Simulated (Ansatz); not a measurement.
**Loss of H2: C3H8S → C3H6S + H2**

Species: C3H8S (ethyl methyl sulfide) `CCSC`, singlet; C3H6S ((methylthio)ethene) `C=CSC`, singlet; H2 (hydrogen), singlet. 

Shapes, held fixed at every level: PBE0-D4/def2-TZVP. Flexible molecules stand in one conformer, not always the lowest. Programs: Ansatz 0.2.0. The zero-point and thermal change to 298 K, harmonic and unscaled (PBE0-D4/def2-TZVP), is -28.2 kJ/mol.

```csv
level,kind,ΔH(298 K) (kJ/mol),less CCSD(T)/CBS estimate
HF/def2-SVP,Hartree–Fock,+140.9,+13.1
HF/def2-TZVPP,Hartree–Fock,+126.7,-1.1
B3LYP-D4/def2-TZVPP,global hybrid,+118.7,-9.1
r2SCAN0-D4/def2-TZVPP,global hybrid,+140.1,+12.3
MP2/def2-SVP,perturbation theory,+140.9,+13.1
MP2/def2-TZVPP,perturbation theory,+131.0,+3.2
CCSD/def2-SVP,coupled cluster or CI,+139.4,+11.6
CCSD(T)/CBS estimate,coupled cluster or CI,+127.8,0.0
```

The highest level, CCSD(T)/CBS estimate, gives ΔH(298 K) = +127.8 kJ/mol; the levels span +118.7 to +140.9. The column of differences is taken from that level and isn't an error. No measured value is set beside it here. The CBS estimate extrapolates MP2 from def2-TZVPP and def2-QZVPP and adds CCSD(T) − MP2 in the triple-zeta set, cores frozen; for H2 it overshoots the exact energy by about 1 mEh.
